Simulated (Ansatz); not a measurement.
# Al2O: the cost of one run

Computed with Ansatz 0.2.0, Gaussian basis. Level: cc-pVTZ, core rule «outside noble gas», up to 11 orbitals frozen.

The runs, in order: UHF; CCSD(T) on ROHF; CCSD(T) on UHF; BCCD(T) on ROHF; CCSDT(Q) on ROHF; CCSDT(Q) on UHF.

9 further runs of the same task are left out: 5 for a known fault of the program, 4 set aside as unsound or not needed.

**1. What is computed**

The geometry is a PBE0/def2-TZVP stationary point (not a proven minimum) of the parent state, kept for this charge and spin.

3 atoms, charge 1, spin multiplicity 2.

Atoms are counted from 1 here; the program's logs count them from 0.

Bond lengths: Al1–Al2 2.555 Å, Al2–O3 1.606 Å. Angles: Al1–Al2–O3 180.0°.

**2. UHF**

The input, in.yaml:

```yaml
crystal:
  periodic: [false, false, false]
  atoms:
    - {symbol: Al, position_ang: [0.000000, 0.000000, 2.238600]}
    - {symbol: Al, position_ang: [0.000000, 0.000000, -0.316100]}
    - {symbol: O, position_ang: [0.000000, 0.000000, -1.922500]}
basis:
  gaussian: {orbitals: cc-pVTZ}
total_charge: 1
magnetization: {spin_polarized: true, initial_magnetization: 1}
hamiltonian: {xc: hf}
output: {orbitals: {seedname: orbitals}}
```

Command:

```bash
> ansatz run in.yaml --threads 1 --pin off --events-out ev --progress --plain --max-ram 4096MiB --backend cpu
```

Q: Estimate wall time and peak memory on 1 thread of AMD EPYC 7R13, shared host.

About 16 s, with a peak of 0.27 GiB.
